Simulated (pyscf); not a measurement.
`[H]` [doublet] + `[ClH]` → `[ClH]` + `[H]` [doublet] (atom transfer; doublet surface; Cl–H broken, Cl–H formed). PySCF, gas phase, ωB97X-D3(BJ)/def2-SVP geometries. Correlated levels are frozen-core, on RHF or UHF. ΔMP2 is the change of the MP2 total energy from the triple- to the quadruple-zeta basis. Energies in eV from the separated reactants.

```tsv
level	barrier	reaction energy
r²SCAN/def2-TZVP	0.45	0.00
B3LYP-D3(BJ)/def2-TZVP	0.56	0.00
PBE0-D3(BJ)/def2-TZVP	?	0.00
ωB97M-D3(BJ)/def2-TZVP	0.83	0.00
HF/def2-TZVP	1.39	0.00
CCSD/def2-TZVPP	0.91	0.00
CCSD(T)/def2-TZVPP + ΔMP2(QZVPP)	?	0.00
```

Problem. Fill in the missing entries.

Solution. 
- PBE0-D3(BJ)/def2-TZVP, barrier: 0.61
- CCSD(T)/def2-TZVPP + ΔMP2(QZVPP), barrier: 0.80

The angle at the transferred Cl is 180°. The CCSD(T) − MP2 part came from Ansatz, without density fitting, on the same reference.
